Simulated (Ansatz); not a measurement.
Cubic perovskite BaTiO3 (cubic high-temperature phase), treated with PBE (plane waves, PAW; Ansatz, a quantum-chemistry and plane-wave program).

Numerical settings: plane-wave cutoff 520 eV, 6×6×6 k mesh, no spin polarisation, scalar-relativistic PAW data made under PBE.

Computed at the level's own relaxed cell.

Elastic tensor (GPa, Voigt notation, ions relaxed):

```
  282.0   103.2   103.2     0.0     0.0     0.0
  103.2   282.0   103.2     0.0     0.0     0.0
  103.2   103.2   282.0     0.0     0.0     0.0
    0.0     0.0     0.0   119.2     0.0     0.0
    0.0     0.0     0.0     0.0   119.2     0.0
    0.0     0.0     0.0     0.0     0.0   119.2
```

Work out the Voigt, Reuss and Hill averages of the bulk and shear moduli, Young's modulus and Poisson's ratio from the printed constants.

K_V = [C11 + C22 + C33 + 2(C12 + C13 + C23)]/9 = [846.0 + 2 × 309.6]/9 = 162.8 GPa. G_V = [846.0 − 309.6 + 3 × 357.6]/15 = 107.3 GPa. From the compliances S = C⁻¹, K_R = 162.8 and G_R = 105.2 GPa. Hill means: K = 162.8, G = 106.2 GPa. E = 9KG/(3K + G) = 262 GPa, ν = (3K − 2G)/(6K + 2G) = 0.23, K/G = 1.53.

Note: the relaxation could not lower the start's symmetry, so the cell can be a saddle point above a distorted one.

The computed numbers hold no vibrational or temperature effects.
